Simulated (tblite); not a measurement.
Compound: C₄H₆NO (doublet state).
Bonds: O1–C2 (double), C2–N3, N3–C4, C4–C5, C5–C6, C4–C6. Hydrogens: H7 on C2; H8 on N3; H9, H10 on C5; H11, H12 on C6.
Bond orders are those of one Lewis drawing.

Computed with GFN2-xTB (tblite), gas phase: L-BFGS steps from a force-field or distance-geometry start until the largest atomic force falls under 0.01 eV/Å.

Step 19: E = -503.3915 eV
```
atom  x, y, z in Å  |  force x, y, z in eV/Å
O1      1.6066   -0.2162    1.5740    0.122  -0.114  -0.246
C2      1.9161   -0.2474    0.4060   -0.033  -0.046   0.154
N3      1.0427   -0.2923   -0.6442   -0.065   0.008   0.073
C4     -0.3259   -0.4129   -0.5556    0.049   0.288  -0.072
C5     -1.2345   -0.3499    0.5866    0.038   0.072   0.050
C6     -1.3348    0.6693   -0.5495   -0.039  -0.060   0.130
H7      2.9699   -0.2401    0.0592   -0.126   0.019   0.025
H8      1.4029   -0.1141   -1.5752    0.018  -0.014   0.098
H9     -0.8641   -0.0271    1.5547   -0.012  -0.050  -0.079
H10    -2.0072   -1.1080    0.6556    0.052   0.122  -0.040
H11    -2.1933    0.6643   -1.2054    0.027  -0.159   0.017
H12    -0.9771    1.6738   -0.3323   -0.030  -0.065  -0.109
```

Step 20: E = -503.3988 eV
```
atom  x, y, z in Å  |  force x, y, z in eV/Å
O1      1.6235   -0.2466    1.5744    0.049  -0.099  -0.140
C2      1.9230   -0.2564    0.4045    0.009  -0.084   0.131
N3      1.0439   -0.2751   -0.6403    0.006  -0.025   0.052
C4     -0.3190   -0.4121   -0.5445   -0.021   0.322  -0.101
C5     -1.2346   -0.3429    0.5924    0.031   0.067   0.010
C6     -1.3351    0.6603   -0.5556   -0.112   0.005   0.136
H7      2.9718   -0.2563    0.0539   -0.025   0.044  -0.020
H8      1.4015   -0.0841   -1.5708   -0.012  -0.023   0.125
H9     -0.8782   -0.0023    1.5585    0.004  -0.074  -0.053
H10    -2.0071   -1.1005    0.6560    0.061   0.078   0.005
H11    -2.1911    0.6441   -1.2117   -0.022  -0.180  -0.028
H12    -0.9974    1.6713   -0.3428    0.034  -0.029  -0.117
```

Step 21: E = -503.4071 eV
```
atom  x, y, z in Å  |  force x, y, z in eV/Å
O1      1.6459   -0.2866    1.5744   -0.032  -0.096   0.018
C2      1.9333   -0.2708    0.4032    0.041  -0.098   0.055
N3      1.0460   -0.2553   -0.6339    0.043  -0.036   0.048
C4     -0.3111   -0.4046   -0.5304   -0.041   0.253  -0.116
C5     -1.2354   -0.3327    0.5995    0.004   0.042   0.002
C6     -1.3391    0.6497   -0.5615   -0.182   0.119   0.076
H7      2.9755   -0.2778    0.0454    0.090   0.063  -0.067
H8      1.3965   -0.0422   -1.5622   -0.012  -0.035   0.118
H9     -0.8983    0.0298    1.5630    0.030  -0.089  -0.014
H10    -2.0036   -1.0931    0.6592    0.059   0.020   0.047
H11    -2.1876    0.6163   -1.2244   -0.074  -0.194  -0.056
H12    -1.0209    1.6666   -0.3585    0.074   0.052  -0.110
```

Step 22: E = -503.4171 eV
```
atom  x, y, z in Å  |  force x, y, z in eV/Å
O1      1.6756   -0.3425    1.5748   -0.086  -0.108   0.131
C2      1.9493   -0.2933    0.4023    0.051  -0.082  -0.035
N3      1.0495   -0.2303   -0.6232    0.101  -0.011   0.033
C4     -0.3007   -0.3898   -0.5119   -0.124   0.150  -0.065
C5     -1.2376   -0.3179    0.6093   -0.007   0.040  -0.054
C6     -1.3491    0.6378   -0.5690   -0.178   0.182   0.000
H7      2.9841   -0.3070    0.0316    0.164   0.074  -0.091
H8      1.3873    0.0174   -1.5482    0.008  -0.062   0.131
H9     -0.9270    0.0733    1.5690    0.062  -0.100   0.021
H10    -1.9962   -1.0855    0.6670    0.048  -0.053   0.089
H11    -2.1839    0.5765   -1.2456   -0.116  -0.193  -0.058
H12    -1.0500    1.6606   -0.3822    0.077   0.162  -0.102
```

Q: Estimate the geometry and energy of step 23. (The exact step hangs on the optimiser's Hessian estimate; all steps are aligned on step 22, rigid shifts and turns removed.)

A: E = -503.4295 eV, largest force 0.327 eV/Å
```
atom  x, y, z in Å  |  force x, y, z in eV/Å
O1      1.7115   -0.4194    1.5752   -0.095  -0.120   0.112
C2      1.9704   -0.3239    0.4017    0.038  -0.043  -0.084
N3      1.0567   -0.1959   -0.6076    0.031  -0.015   0.132
C4     -0.2889   -0.3655   -0.4893   -0.085   0.009  -0.021
C5     -1.2390   -0.2974    0.6205   -0.068   0.041  -0.060
C6     -1.3645    0.6254   -0.5783   -0.146   0.264  -0.126
H7      2.9973   -0.3421    0.0115    0.183   0.081  -0.073
H8      1.3773    0.0902   -1.5254    0.079  -0.065   0.062
H9     -0.9614    0.1258    1.5755    0.097  -0.103   0.046
H10    -1.9869   -1.0730    0.6772    0.046  -0.145   0.138
H11    -2.1825    0.5183   -1.2708   -0.110  -0.152  -0.019
H12    -1.0887    1.6567   -0.4162    0.030   0.249  -0.107
```

The energy changes by -0.0124 eV. The first-order estimate −F·Δx gives -0.0168 eV and the mean of the old and new forces, exact on a quadratic surface, -0.0124 eV. The step makes an angle of 81° with the force vector and moves no atom by more than 0.085 Å.

The cost below is that of the whole relaxation. Hardware: an Arm Neoverse N1 with one thread, shared host with 64 logical CPUs at a one-minute load of 14. Cost: 0.37 s of wall time.
